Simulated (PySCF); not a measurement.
Run record for propionamide, `CCC(N)=O`: LC-wPBE/aug-pcSseg-1, fitting basis def2-qzvpp-jkfit, TDA, 3 singlets.

Method: TDA LC-wPBE/aug-pcSseg-1, vertical, gas phase, core orbitals frozen in the response (PySCF 2.14.0, density-fitted response routines). Geometry: GFN2-xTB. The input is one job of a driver script: a line of settings, then coordinates in Å.

Command:
```bash
OMP_NUM_THREADS=1 python probes_run.py task.json out
```

Input:
```
{"job": {"kind": "uv", "xc": "LC-wPBE", "basis": "aug-pcSseg-1", "nstates": 3, "ntriplets": 5, "tda": true, "scf": {"aux": "def2-qzvpp-jkfit"}}, "charge": 0, "multiplicity": 1}
C     -1.687457    -0.127778    -0.167662
C     -0.223771    -0.546684    -0.171478
C      0.695440     0.620485     0.154520
N      2.011644     0.287167     0.152959
O      0.319790     1.742807     0.394980
H     -1.853797     0.653323    -0.904566
H     -1.960620     0.267222     0.807114
H     -2.328128    -0.975377    -0.398853
H      0.056086    -0.939298    -1.152148
H     -0.051468    -1.333426     0.567240
H      2.329386    -0.645246    -0.039106
H      2.694092     0.996119     0.363361
```

Problem. Predict the output.

Solution. 
```
final grid: 93432 points
cycle   1  E = -248.2128973631  dE =  8.917e-01  |g| = 8.843e-01  |ddm| = 4.753e+00
cycle   2  E = -248.0958438155  dE =  1.171e-01  |g| = 1.265e+00  |ddm| = 2.219e+00
cycle   3  E = -248.3712113438  dE = -2.754e-01  |g| = 7.279e-02  |ddm| = 1.320e+00
cycle   4  E = -248.3722470639  dE = -1.036e-03  |g| = 4.181e-02  |ddm| = 1.184e-01
cycle   5  E = -248.3726179938  dE = -3.709e-04  |g| = 8.060e-03  |ddm| = 5.519e-02
cycle   6  E = -248.3726456122  dE = -2.762e-05  |g| = 3.161e-03  |ddm| = 2.358e-02
cycle   7  E = -248.3726504508  dE = -4.839e-06  |g| = 1.131e-03  |ddm| = 8.818e-03
cycle   8  E = -248.3726512697  dE = -8.189e-07  |g| = 2.824e-04  |ddm| = 4.051e-03
cycle   9  E = -248.3726513232  dE = -5.350e-08  |g| = 7.888e-05  |ddm| = 1.096e-03
cycle  10  E = -248.3726513252  dE = -2.086e-09  |g| = 2.209e-05  |ddm| = 2.027e-04
cycle  11  E = -248.3726513255  dE = -2.100e-10  |g| = 7.448e-06  |ddm| = 7.129e-05
converged SCF energy = -248.3726513255

Static polarisability (au): isotropic 48.638, principal 38.771 50.380 56.762

Singlet excitations
state   eV       nm        f      main configurations
  1   5.8472    212.0   0.00036   H->L+11 0.81
  2   7.1339    173.8   0.01797   H-1->L 0.68, H-1->L+10 0.16
  3   7.2423    171.2   0.02714   H->L 0.57, H->L+3 0.11

Triplet excitations (Tamm-Dancoff, eV): 5.3122 5.8001 6.8883 7.1349 7.9582
```

H and L stand for HOMO and LUMO; the number after each pair is its weight.

Problem. Give S1 in cm⁻¹ and kJ/mol.

Solution. 5.8472 eV × 8065.54 = 47161 cm⁻¹; × 96.485 = 564.2 kJ/mol.

Problem. How does the lowest singlet excitation compare with the HOMO–LUMO gap?

Solution. HOMO -10.20 eV and LUMO 0.58 eV give a gap of 10.78 eV; S1 at 5.85 eV lies 4.93 eV below it.

In short: SCF converged in 11 cycles with 193 basis and 505 fitting functions; HOMO -10.20 eV, LUMO 0.58 eV; lowest singlet 5.85 eV; lowest triplet 5.31 eV (Tamm–Dancoff); mean polarisability 48.6 au.

Time: 24 s; peak memory 0.79 GiB. Hardware: an Arm Neoverse V1 with one thread, no GPU, on a shared host.

Shape of the structure used: `[CH3:1][CH2:2][C:3]([NH2:4])=[O:5]`: C1–C2–C3–N4 180°, H–N4–C3–C2 0°, H–N4–C3–C2 180°.

One conformer stands for the species.
